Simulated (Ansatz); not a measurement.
Born–Oppenheimer molecular dynamics of FH₃OSi (6 atoms, charge 0, multiplicity 1). It starts at the highest image of a converged band, a first-order saddle point between two minima.

Computed with UKS PBE-D4/STO-3G in Ansatz 0.2.0.

```json
{
  "ensemble": "NVE (velocity Verlet)",
  "time step": "0.5 fs",
  "steps asked": "200",
  "starting velocities drawn for": "100 K",
  "seed": "4987"
}
```

First frame:

```xyz
6
Properties=species:S:1:pos:R:3
Si -0.159 0.330 0.184
F 0.069 0.924 -1.344
O 0.376 -1.322 0.209
H 0.688 -1.450 -0.770
H -1.578 0.401 0.559
H 0.605 1.117 1.162
```

Task: How far do the bonds stretch over the last three quarters of this one trajectory? (Pairs bonded in most of those frames.)

Result: 
```tsv
bond	mean (Å)	spread (Å)	shortest	longest
Si1–F2	1.656	0.018	1.63	1.69
Si1–O3	1.731	0.010	1.71	1.74
Si1–H5	1.467	0.017	1.44	1.49
Si1–H6	1.473	0.014	1.45	1.49
O3–H4	1.037	0.011	1.02	1.05
```

Mean temperature of the second half: 162 K. The conserved energy stayed within 0.057 meV per atom of its start (net change 0.032 meV per atom), so the integration is sound. The kinetic energy rose, since the run started high on the potential surface and went downhill. A run of 0.1 ps of so small a system gives no equilibrium averages. The orbitals stay closed-shell, which can raise the energy where a bond breaks towards radicals; this wasn't checked here. Limits of this set-up: minimal basis.

Run time: 3.6 min on 1 thread of Arm Neoverse V1 (shared host), peak memory 0.091 GiB.
